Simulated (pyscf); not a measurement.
H₃C–CH₂–Br + Cl• → H₃C–CH₂–Cl + Br•, a substitution at C (doublet surface; Br–C broken, C–Cl formed). Optimised with ωB97X-D3(BJ)/def2-SVP in PySCF. Energies in eV from the separated reactants.

AM1 to PM7: differences of heats of formation from MOPAC, which are fitted to 298 K values and so differ in kind from electronic energies by zero-point and thermal terms. Open shells are spin-unrestricted. 

Problem. In single points AM1 puts the saddle at 0.72 eV and the reaction energy at -0.65 eV. Should these be trusted to within a few kcal/mol? Compare with ωB97M-D3(BJ)/def2-TZVP.

Solution. ωB97M-D3(BJ)/def2-TZVP gives ΔE‡ = 0.74 eV and ΔE = -0.59 eV. AM1 lies 0.01 eV under it in the barrier and 0.06 eV under it in the reaction energy, so on this step it holds to within 0.13 eV. ωB97M-D3(BJ)/def2-TZVP has limits of its own. Abstraction by the radical was not located in this set and often lies lower. One saddle was located; it need not be the lowest between these sides. The angle at the attacked C is 149°. Left out: the spin-orbit lowering of Br, Cl, which is large for Br, Se, Te and I. In the def2 sets elements up to Kr have no core potential.
